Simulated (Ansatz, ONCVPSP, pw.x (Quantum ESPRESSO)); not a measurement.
**Which C potential is closest to all-electron in the bcc crystal?**

All use PBEsol, scalar-relativistic, no spin, cutoffs from each file’s atomic test, pw.x 7.5; 18³ k-points, Fermi–Dirac smearing 0.01 Ry. Δ is the rms difference from all-electron LAPW of the E(V) curves that follow from fits to the pressures, over ±6 % in volume. Mesh and smearing are coarse and serve the comparison alone. The files are a selection: those with a ghost or negative overlap were mostly not run, and those with noisy or unconverged pressures or nearly equal Δ are left out.

All-electron: a0 = 2.344 Å (V0 = 6.44 Å³/atom), B0 = 211.3 GPa.

Rank them by Δ, smallest first.
A. optimised norm-conserving Vanderbilt (ONCV), ONCVPSP 4.0.1.1 (patched build), PBEsol; core [He], reference 2s2 2p1.75; waves: 2s: rc 1.15 bohr, ncon 4, nbas 8, qcut 6.5 1/bohr, 2 projectors, debl 3.8 Ha; 2p: rc 1.85 bohr, ncon 4, nbas 7, qcut 8.1 1/bohr, 2 projectors, debl 3.2 Ha; d scattering state at 0.37 Ha: rc 1.40 bohr, ncon 3, nbas 6, qcut 7.1 1/bohr, 2 projectors, debl 1.4 Ha; local part: polynomial inside 0.90 bohr (lpopt 5, dvloc0 1 Ha); core correction: Teter function, fcfact 1.5, rcfact 1.45.
B. optimised norm-conserving Vanderbilt (ONCV), ONCVPSP 4.0.1.1 (patched build), PBEsol; core [He], reference 2s2 2p2; waves: 2s: rc 1.20 bohr, ncon 4, nbas 7, qcut 6.6 1/bohr, local; 2p: rc 1.60 bohr, ncon 4, nbas 7, qcut 5 1/bohr, 2 projectors, debl 1.6 Ha; d scattering state at 0.04 Ha: rc 1.60 bohr, ncon 4, nbas 9, qcut 7 1/bohr, 2 projectors, debl 0.5 Ha; local part: the s channel; core correction: Teter function, fcfact 3.5, rcfact 1.15.
C. optimised norm-conserving Vanderbilt (ONCV), ONCVPSP 4.0.1.1 (patched build), PBEsol; core [He], reference 2s2 2p2; waves: 2s: rc 1.40 bohr, ncon 4, nbas 7, qcut 3.7 1/bohr, 2 projectors, debl 0.8 Ha; 2p: rc 2.55 bohr, ncon 4, nbas 7, qcut 6.3 1/bohr, 2 projectors, debl 2.9 Ha; d scattering state at 0.38 Ha: rc 1.90 bohr, ncon 4, nbas 7, qcut 5.6 1/bohr, 2 projectors, debl 0.5 Ha; local part: polynomial inside 1.10 bohr (lpopt 4, dvloc0 0 Ha); core correction: Teter function, fcfact 5.25, rcfact 1.25.
D. optimised norm-conserving Vanderbilt (ONCV), ONCVPSP 4.0.1.1 (patched build), PBEsol; core [He], reference 2s2 2p2; waves: 2s: rc 0.90 bohr, ncon 3, nbas 7, qcut 9.1 1/bohr, 2 projectors, debl 2 Ha; 2p: rc 2.60 bohr, ncon 5, nbas 9, qcut 5 1/bohr, 2 projectors, debl 0.5 Ha; d scattering state at 0.07 Ha: rc 2.45 bohr, ncon 4, nbas 7, qcut 4.1 1/bohr, 2 projectors, debl 2.1 Ha; local part: polynomial inside 0.80 bohr (lpopt 2, dvloc0 2 Ha); core correction: Teter function, fcfact 2, rcfact 1.75.

A (1.2 meV/atom), B (1.7 meV/atom), C (5.8 meV/atom), D (12.9 meV/atom).
